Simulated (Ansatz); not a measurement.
# CH3NaSi: one structure at several levels

The task here is to estimate one member of a computed series from the others.

Method: single points in def2-TZVPP; program: Ansatz 0.2.0, Gaussian basis.

Correlated methods freeze the cores. The outer core shell of Li, Na, Mg and K is correlated. B3LYP uses VWN-RPA correlation.

**Starting geometry**

SMILES `C=[SiH][Na]`, 6 atoms, charge 0, spin multiplicity 1.

Atoms are counted from 1 here; the program's logs count them from 0.

Bond lengths: C1–Si2 1.844 Å, C1–H4 1.169 Å, C1–H5 1.130 Å, Si2–Na3 2.753 Å, Si2–H6 1.569 Å. Angles: Si2–C1–H4 122.2°, Si2–C1–H5 115.9°, H4–C1–H5 121.6°, C1–Si2–Na3 110.0°, C1–Si2–H6 112.0°, Na3–Si2–H6 137.9°.

As a file:

```csv
atom,x (Å),y (Å),z (Å)
C1,-0.5826,0.3781,-0.7510
Si2,0.4470,0.0040,0.7318
Na3,1.2789,-2.6195,0.6635
H4,-1.0322,1.4397,-0.9459
H5,-0.6632,-0.4488,-1.5174
H6,0.5687,1.2399,1.6906
```

Set-up of the first run:

The input, run/in.yaml:

```yaml
crystal:
  periodic: [false, false, false]
  atoms:
    - {symbol: C, position_ang: [-0.582600, 0.378100, -0.751000]}
    - {symbol: Si, position_ang: [0.447000, 0.004000, 0.731800]}
    - {symbol: Na, position_ang: [1.278900, -2.619500, 0.663500]}
    - {symbol: H, position_ang: [-1.032200, 1.439700, -0.945900]}
    - {symbol: H, position_ang: [-0.663200, -0.448800, -1.517400]}
    - {symbol: H, position_ang: [0.568700, 1.239900, 1.690600]}
basis:
  gaussian: {orbitals: def2-TZVPP}
correlation: {method: ccsd_t}
output: {forces: true}
```

No record of the launch command was kept for these runs.

Among the steps run: CCSD(T)/def2-TZVPP; PBE0-D4/def2-TZVPP; wB97M-V/def2-TZVPP; r2SCAN-D4/def2-TZVPP; PBE-D4/def2-TZVPP; revPBE-D4/def2-TZVPP; B3LYP-D4/def2-TZVPP.

One table of the session follows, with a row left open; its other results are not shown here.

| method | RMS force component (eV/Å) | angle to CCSD(T) forces (°) | dipole (D) |
| --- | --- | --- | --- |
| CCSD(T) | 0.833 | reference | 8.84 |
| PBE0-D4 | 0.942 | 9.9 | 8.45 |
| wB97M-V | 0.999 | 12.0 | 8.85 |
| r2SCAN-D4 | 0.895 | 7.6 | 8.57 |
| PBE-D4 | 0.804 | 8.8 | 7.84 |
| revPBE-D4 | ? | ? | ? |
| B3LYP-D4 | 0.923 | 7.9 | 8.27 |

Q: Estimate the row for revPBE-D4 from the others.

As computed: RMS force component (eV/Å): 0.783; angle to CCSD(T) forces (°): 8.0; dipole (D): 7.91. In the column «RMS force component (eV/Å)» it is the lowest.
